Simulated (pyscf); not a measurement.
HO–SiH₂–O–SiH₃ (SMILES O[SiH2]O[SiH3]) + H• (SMILES [H]) -> •H₂Si–O–SiH₃ (SMILES [SiH2]O[SiH3]) + H₂O (SMILES O) (substitution at O; doublet surface; O–Si broken, H–O formed). Optimised with ωB97X-D3(BJ)/def2-SVP in PySCF. Rate constants from transition-state theory, ωB97M-D3(BJ)/def2-TZVP energies (ideal gas, 1 atm, RRHO with modes under 100 cm⁻¹ raised to 100, one conformer, R ln 2 for chiral ones without a mode under 150 cm⁻¹; no tunnelling), k in cm³ molecule⁻¹ s⁻¹.

```tsv
T (K)	1000/T	log10 k
298	3.354	-36.20
600	1.667	-23.41
900	1.111	?
1200	0.833	-16.95
```

Task: Fit an Arrhenius line to the three values, give the activation energy, and predict k at 900 K.

Result: Least squares gives log10 k = -10.63 − 7.63 × 1000/T, so Ea = 7.63 × ln 10 × 1.987 = 34.9 kcal/mol, against an electronic barrier of 32.4. At 900 K the line gives -19.11; the computed value is -19.13 (ΔG‡ = 55.6 kcal/mol), close to the line. On the product side the descent ends in a complex (not fully relaxed), 4.9 kcal/mol under the separated species and 23.6 kcal/mol under the saddle at ωB97X-D3(BJ)/def2-TZVP. At the saddle there is also a short H–Si contact that neither side keeps. One saddle was located; it need not be the lowest between these sides. The angle at the attacked O is 48° (front-side attack).
